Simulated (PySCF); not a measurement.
## Basis-set dependence of population analyses: CH3CH2CF2CH3

Species: CH3CH2CF2CH3, C4H8F2.
Structure used (PBE0-D3(BJ)/def2-SVP), in Å, numbered top down from 1:
```xyz
14
C4H8F2 angstrom
C      1.9186   -0.2869    0.1289
C      0.4400   -0.5801    0.3141
C     -0.4552    0.4953   -0.2685
C     -1.9356    0.2603   -0.1131
F     -0.1735    0.6351   -1.5981
F     -0.1401    1.6935    0.3075
H      2.5341   -1.0833    0.5710
H      2.1709   -0.2101   -0.9382
H      2.1907    0.6638    0.6091
H      0.1665   -1.5345   -0.1633
H      0.1905   -0.6759    1.3829
H     -2.2266   -0.6769   -0.6061
H     -2.2029    0.2048    0.9506
H     -2.4803    1.0937   -0.5771
```

PBE0 throughout (PySCF), one geometry, spherical d and f functions. Isolated species at its PBE0-D3(BJ)/def2-SVP geometry (one conformer only). Atoms taken as equivalent share a column and are averaged. The first 7 of 8 kinds of atom are listed.

Mulliken charges (e):

```tsv
basis	functions	C1	C2	C3	C4	F5/F6	H7/H8/H9	H10/H11
pcSseg-0	70	-0.639	-0.551	+0.567	-0.638	-0.363	+0.243	+0.252
cc-pVDZ	124	-0.083	-0.091	+0.215	-0.031	-0.216	+0.052	+0.046
pcSseg-1	142	-0.285	-0.268	+0.382	-0.237	-0.309	+0.126	+0.129
aug-cc-pVDZ	210	+0.356	+0.425	+0.877	+0.388	-0.585	-0.104	-0.210
IGLO-III	290	-0.393	-0.207	+0.404	-0.398	-0.235	+0.132	+0.125
cc-pVTZ	292	-0.317	-0.184	+0.393	-0.294	-0.208	+0.106	+0.093
pcSseg-2	328	-0.099	-0.064	+0.511	-0.080	-0.291	+0.045	+0.028
```

IAO charges (e):

```
      basis  functions      C1      C2      C3      C4   F5/F6  H7/H8/H9  H10/H11
   pcSseg-0         70  -0.426  -0.300  +0.522  -0.461  -0.291    +0.151   +0.152
    cc-pVDZ        124  -0.415  -0.279  +0.578  -0.448  -0.311    +0.145   +0.142
   pcSseg-1        142  -0.414  -0.279  +0.576  -0.445  -0.316    +0.146   +0.143
aug-cc-pVDZ        210  -0.426  -0.282  +0.583  -0.455  -0.321    +0.149   +0.147
   IGLO-III        290  -0.430  -0.285  +0.584  -0.458  -0.322    +0.151   +0.148
    cc-pVTZ        292  -0.429  -0.286  +0.588  -0.460  -0.320    +0.150   +0.147
   pcSseg-2        328  -0.429  -0.285  +0.588  -0.458  -0.322    +0.150   +0.147
```

Hirshfeld charges (e):

```
      basis  functions      C1      C2      C3      C4   F5/F6  H7/H8/H9  H10/H11
   pcSseg-0         70  -0.106  -0.070  +0.197  -0.120  -0.114    +0.036   +0.038
    cc-pVDZ        124  -0.115  -0.081  +0.181  -0.130  -0.099    +0.038   +0.042
   pcSseg-1        142  -0.121  -0.084  +0.187  -0.133  -0.104    +0.039   +0.044
aug-cc-pVDZ        210  -0.128  -0.092  +0.178  -0.140  -0.103    +0.043   +0.049
   IGLO-III        290  -0.128  -0.091  +0.178  -0.140  -0.104    +0.043   +0.049
    cc-pVTZ        292  -0.125  -0.088  +0.179  -0.137  -0.102    +0.041   +0.047
   pcSseg-2        328  -0.129  -0.091  +0.178  -0.140  -0.104    +0.043   +0.049
```

Question: Which scheme is steadiest as the basis changes?

Answer: Largest range over the bases for any column: Hirshfeld 0.02 e, IAO 0.07 e, Mulliken 1.03 e. Hirshfeld charges move least and Mulliken charges most, counted in e.

Question: How much do the charges still move between the two largest bases, cc-pVTZ and pcSseg-2?

Answer: At most, over all atoms: Mulliken 0.218 e, IAO 0.002 e, Hirshfeld 0.004 e.

Question: What do the same runs give for the total energy, the frontier levels and the dipole moment?

Answer: 
```csv
basis,energy (Eh),HOMO (eV),LUMO (eV),μ (D)
pcSseg-0,-355.7466,-9.26,2.08,2.40
cc-pVDZ,-356.5802,-8.99,1.87,2.03
pcSseg-1,-356.5305,-9.25,1.41,2.20
aug-cc-pVDZ,-356.6085,-9.22,-0.10,2.22
IGLO-III,-356.7179,-9.24,0.74,2.21
cc-pVTZ,-356.6952,-9.16,1.21,2.10
pcSseg-2,-356.7095,-9.24,0.58,2.24
```

The dipole is fixed by the density alone, so its range of 0.37 D shows that the density itself changes with the basis, not only its division among atoms.
